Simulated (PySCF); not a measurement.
# Solver options tried on LiC⁻ (triplet)

The same problem is solved with other solver options, one edit a run.

The runs use PySCF 2.14.0; method and basis as typed in the scripts.

7 further runs of the same task are left out: 7 that didn't finish.

## Step 1: Starting geometry

LiC⁻ (triplet): 2 atoms, charge -1, spin multiplicity 3.

Bond lengths: Li1–C2 2.409 Å.

## Step 2: The base run

File input.py:

```python
from pyscf import gto, dft

mol = gto.M(
    atom='Li 0 0 0; C 0 0 2.409',
    basis='6-311g**',
    charge=-1,
    spin=2,
    verbose=3,
)
mf = dft.UKS(mol, xc='wb97')
mf.kernel()
mf.stability(internal=True, external=True)
mf.dip_moment()
print('orbital energies (hartree):', [e[max(0, n-3):n+3].round(4) for e, n in zip(mf.mo_energy, mol.nelec)])
```

Run with:

```sh
$ python input.py
```

The log of this run is left out.

Base result: E(SCF) = -45.371412 Eh, ⟨S²⟩ = 2.033, internal unstable; real -> complex stable; UHF/UKS -> GHF/GKS unstable.

The bond length is a typed value, not an optimised one. The dipole of an ion depends on the origin. A lower solution of the same kind exists, so this energy is an upper bound. The triplet is typed in the script; nothing here shows that it is the ground state.

## Step 3: DIIS space 12

Edit 1 changes DIIS space: default → 12.

File input.py:

```python
from pyscf import gto, dft

mol = gto.M(
    atom='Li 0 0 0; C 0 0 2.409',
    basis='6-311g**',
    charge=-1,
    spin=2,
    verbose=3,
)
mf = dft.UKS(mol, xc='wb97')
mf.diis_space = 12
mf.kernel()
mf.stability(internal=True, external=True)
mf.dip_moment()
print('orbital energies (hartree):', [e[max(0, n-3):n+3].round(4) for e, n in zip(mf.mo_energy, mol.nelec)])
```

Run with:

```sh
$ python input.py
```

## Step 4: Point-group symmetry on

Edit 2 changes point-group symmetry: off → on.

Changes to input.py since step 2:

```diff
@@ -7,2 +7,3 @@
     spin=2,
+    symmetry=True,
     verbose=3,
```

What does the calculation give? Wanted: for each run, E(SCF); from base; gap, α spin; after the SCF.

The runs gave:

| run | E(SCF) (hartree) | from base (eV) | gap, α spin (eV) | after the SCF |
| --- | --- | --- | --- | --- |
| base | -45.371412 | 0 | 4.47 | unstable: internal, UHF/UKS -> GHF/GKS |
| DIIS space 12 | -45.371412 | 0.0000 | 4.47 | unstable: internal, UHF/UKS -> GHF/GKS |
| point-group symmetry on | -45.371412 | 0.0000 | 4.47 | unstable: internal, UHF/UKS -> GHF/GKS (point group kept) |

In words: The SCF energy stays the same, to the digits that matter, with DIIS space 12 or point-group symmetry on.
